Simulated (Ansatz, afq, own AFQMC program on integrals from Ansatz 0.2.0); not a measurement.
SiH2O, singlet: AFQMC among the cluster methods

```yaml
atoms:
  - { symbol: Si, position_ang: [0.0000, 0.0272, 0.6023] }
  - { symbol: O, position_ang: [0.0000, -0.0739, -1.0520] }
  - { symbol: H, position_ang: [0.0000, 1.3870, 1.3072] }
  - { symbol: H, position_ang: [0.0000, -0.9730, -1.3909] }
```

Connectivity, by distances: SiH–OH.

Basis cc-pVDZ. Noble-gas cores (and the filled d shells of Ga–Kr and In–Xe) are frozen. AFQMC by an in-house program on the Cholesky factors that Ansatz 0.2.0 writes for its CCSD(T) run. ph-AFQMC/CISD is guided by a CISD state made of CCSD amplitudes; releasing the constraint for a short imaginary time cuts its bias at the price of noise, slowly where states lie close. Uncertainties: one standard error, sampling alone.

Determinant: RHF, the one that the program's search chose, which needn't be the lowest solution. The geometry is a point of a scan.

No full CI on the walks' own integrals is used here; CCSDT(Q) serves as the reference and is uncertain by about the last step of the cluster series.

Cautions: higher spins were not checked; restricted determinant unstable towards unrestricted (UHF 107 meV lower, ⟨S²⟩ 0.41).

The T1 diagnostic is 0.0178 and the weight of the determinant in the CISD state is 0.876. The size of the correlated space is 12 electrons in 36 orbitals.

Reference: CCSDT(Q), correlation energy -8.367 eV. The released energy is read at 2.40 1/Eh (meV from the phaseless value at times in 1/Eh: 12 ± 15 at 0.24, 12 ± 16 at 0.51, -11 ± 19 at 0.99, 7 ± 19 at 1.62, -28 ± 26 at 2.40).

```json
{"level": "HF", "E − E(reference) (kJ/mol)": "807.3", "share of correlation (%)": "0.00"}
{"level": "MP2", "E − E(reference) (kJ/mol)": "86.7", "share of correlation (%)": "89.26"}
{"level": "CCSD", "E − E(reference) (kJ/mol)": "23.3", "share of correlation (%)": "97.11"}
{"level": "CCSD(T)", "E − E(reference) (kJ/mol)": "4.1", "share of correlation (%)": "99.49"}
{"level": "CCSDT", "E − E(reference) (kJ/mol)": "2.3", "share of correlation (%)": "99.72"}
{"level": "ph-AFQMC/CISD", "E − E(reference) (kJ/mol)": "0.4 ± 1.6", "share of correlation (%)": "99.96"}
{"level": "released AFQMC", "E − E(reference) (kJ/mol)": "-2.3 ± 2.5", "share of correlation (%)": "100.29"}
```

A walk keeps the symmetry of its determinant, which the program's search chose and which needn't be the lowest solution, so a lower state of the same spin and another symmetry isn't excluded. Released energies are given only where the last usable release times agree within the noise; a slower fall can still hide under it.
